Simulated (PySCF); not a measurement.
An unknown is described by computed data only.

Formula: C6H4S2.

| Quantity | Value |
| --- | --- |
| Rotational structure | rotational constants A, B, C: 3.398, 1.342, 0.962 GHz [PBE0-D3(BJ)/def2-TZVP] |
| NMR, other nuclei | isotropic shieldings of nuclei other than C and H, by class: 313 (2 S) ppm [GIAO PBE0/pcSseg-2] |
| 1H NMR | chemical shifts (computed TMS as zero) by class: 7.51 (2 H), 7.51 (2 H) ppm [GIAO PBE0/pcSseg-2] |
| 13C NMR | chemical shifts (computed TMS as zero) by class: 151.2 (2 C), 137.7 (2 C), 127.6 (2 C) ppm [GIAO PBE0/pcSseg-2] |
| Dipole | 0.00 D [PBE0/pcSseg-2] |

Gas-phase values; electronic properties from PySCF, density fitting. Levels stand in brackets. Isolated species at its PBE0-D3(BJ)/def2-TZVP geometry, gas phase. NMR values are class means; diastereotopic atoms form classes of their own.

Question: Propose a structure and show how it fits.

Answer: Numbering: `[cH:1]1[cH:2][c:3]2[s:4][cH:5][cH:6][c:7]2[s:8]1`. Its formula, C6H4S2, gives 5 degrees of unsaturation: 2 rings and 3 π bonds in the structure found (Kekulé form). 6 carbons fall into 3 classes; from least to most shielded: ring-fusion aromatic carbon [C3/C7] (151.2 ppm, 2 C), aromatic CH next to a ring sulfur [C1/C5] (137.7 ppm, 2 C), aromatic CH carbon [C2/C6] (127.6 ppm, 2 C). Hydrogen classes from least to most shielded: 2 H on 2 like atoms (aromatic CH next to a ring sulfur), C1/C5 (7.51 ppm), 2 H on 2 aromatic CH carbons, C2/C6 (7.51 ppm). The other shieldings belong to: 313 ppm, thiophene-type sulfur [S4/S8]. The vanishing dipole is forced by symmetry. The optimised geometry has point group C2h and is an asymmetric top. Structure: TT (`c1cc2sccc2s1`). The assignments are read from this structure; whether some other isomer fits the data as well wasn't checked.
